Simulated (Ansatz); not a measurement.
Born–Oppenheimer molecular dynamics of C₂H₈Si (11 atoms, charge 0, multiplicity 1). It starts at the highest image of a converged band. Of that band: Neighbouring images differ by up to 1.3 eV, so the band resolves the path poorly. A vibrational analysis at the climbing image gives one clearly imaginary mode, 932i cm⁻¹: a first-order saddle point.

These are results of UKS PBE0-D4/def2-SVP (Ansatz), not measurements.

```
ensemble                      : NVE (velocity Verlet)
time step                     : 0.5 fs
steps asked                   : 200
starting velocities drawn for : 100 K
seed                          : 3933
```

First frame:

```xyz
11
Properties=species:S:1:pos:R:3
Si 0.017 0.349 -0.765
C 1.312 0.759 0.568
C -0.845 -1.314 -0.427
H -1.042 1.489 -0.840
H -1.188 1.166 0.147
H 2.291 0.370 0.245
H 1.421 1.850 0.670
H 1.087 0.333 1.557
H -0.921 -1.572 0.640
H -0.278 -2.113 -0.929
H -1.854 -1.317 -0.866
```

How far do the bonds stretch over the last three quarters of this one trajectory? (Pairs bonded in most of those frames.)


```
  bond  mean (Å)  spread (Å)  shortest  longest
Si1–C2     1.909       0.015      1.88     1.93
Si1–C3     1.926       0.027      1.87     1.96
 C2–H6     1.111       0.012      1.09     1.14
 C2–H7     1.103       0.021      1.07     1.14
 C2–H8     1.103       0.012      1.08     1.13
 C3–H9     1.103       0.011      1.09     1.12
C3–H10     1.107       0.010      1.09     1.12
C3–H11     1.104       0.003      1.10     1.11
 H4–H5     0.769       0.013      0.75     0.81
```

Mean temperature of the second half: 113 K. The conserved energy stayed within 0.072 meV per atom of its start (net change 0.019 meV per atom), so the integration is sound. A run of 0.1 ps of so small a system gives no equilibrium averages. The orbitals stay closed-shell, which can raise the energy where a bond breaks towards radicals; this wasn't checked here.

Time of the run: 8.6 min on 2 threads of Arm Neoverse V1, on a shared host, peak memory 0.22 GiB.
